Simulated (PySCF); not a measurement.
Molfile (atoms numbered from 1):
```
C5H5F
     RDKit          3D

 11 12  0  0  0  0  0  0  0  0999 V2000
    0.7758    1.6149   -0.9638 F   0  0  0  0  0  0  0  0  0  0  0  0
    0.2244    0.6275   -0.2395 C   0  0  1  0  0  0  0  0  0  0  0  0
   -1.2384    0.5337    0.1330 C   0  0  0  0  0  0  0  0  0  0  0  0
   -1.2533   -0.7903   -0.1026 C   0  0  0  0  0  0  0  0  0  0  0  0
    0.1975   -0.8372   -0.5503 C   0  0  2  0  0  0  0  0  0  0  0  0
    1.0722   -0.3024    0.5796 C   0  0  0  0  0  0  0  0  0  0  0  0
   -1.9240    1.2284    0.6242 H   0  0  0  0  0  0  0  0  0  0  0  0
   -1.9609   -1.5843    0.1504 H   0  0  0  0  0  0  0  0  0  0  0  0
    0.6111   -1.3264   -1.4339 H   0  0  0  0  0  0  0  0  0  0  0  0
    2.1434   -0.2475    0.3536 H   0  0  0  0  0  0  0  0  0  0  0  0
    0.8216   -0.5245    1.6226 H   0  0  0  0  0  0  0  0  0  0  0  0
  2  1  1  6
  2  3  1  0
  3  4  2  0
  4  5  1  0
  5  6  1  0
  5  2  1  0
  6  2  1  0
  3  7  1  0
  4  8  1  0
  5  9  1  6
  6 10  1  0
  6 11  1  0
M  END
```

Geometry: PBE0-D3(BJ)/def2-SVP; GIAO shifts from PySCF 2.14, gas phase, non-relativistic, averaged over equivalent atoms.

At PBE0/STO-3G (35 basis functions, 2.2 s wall time on 1 thread of an Arm Neoverse V2, shared host):
```
atoms  δ (ppm)
   F1   -143.7
   C4    124.8
   C3    124.1
   C2     61.6
   C6     48.3
   C5     28.3
   H7     5.87
   H8     5.69
  H11     2.60
  H10     2.09
   H9     1.85
```

Referencing at the same level of theory: CFCl3 for 19F (σ = 304.40 ppm); 13C (σ = 234.69 ppm), 1H (σ = 32.60 ppm) vs TMS.

**Question.** What do these become at BLYP/pcSseg-2?

**Answer.** 
```
atoms  δ at BLYP/pcSseg-2  change
   F1              -246.3  -102.6
   C4               153.7   +28.9
   C3               152.6   +28.5
   C2                88.6   +27.0
   C6                63.5   +15.2
   C5                32.4    +4.1
   H7                6.55   +0.68
   H8                6.37   +0.68
  H11                2.61   +0.01
  H10                2.19   +0.10
   H9                2.37   +0.52
```

Scale: 19F (143.13 ppm) vs CFCl3; 13C (175.01 ppm) and 1H (31.38 ppm) vs TMS (reference shieldings calculated alike).

The largest change is at F1 (fluorine on an sp3 carbon). Cost: 286 basis functions, 41 s wall time on 1 thread of an Arm Neoverse V2, shared host. The order of the carbon signals is the same at both levels.

Unscaled 19F shifts against computed CFCl3 carry errors that often reach 10 to 50 ppm.
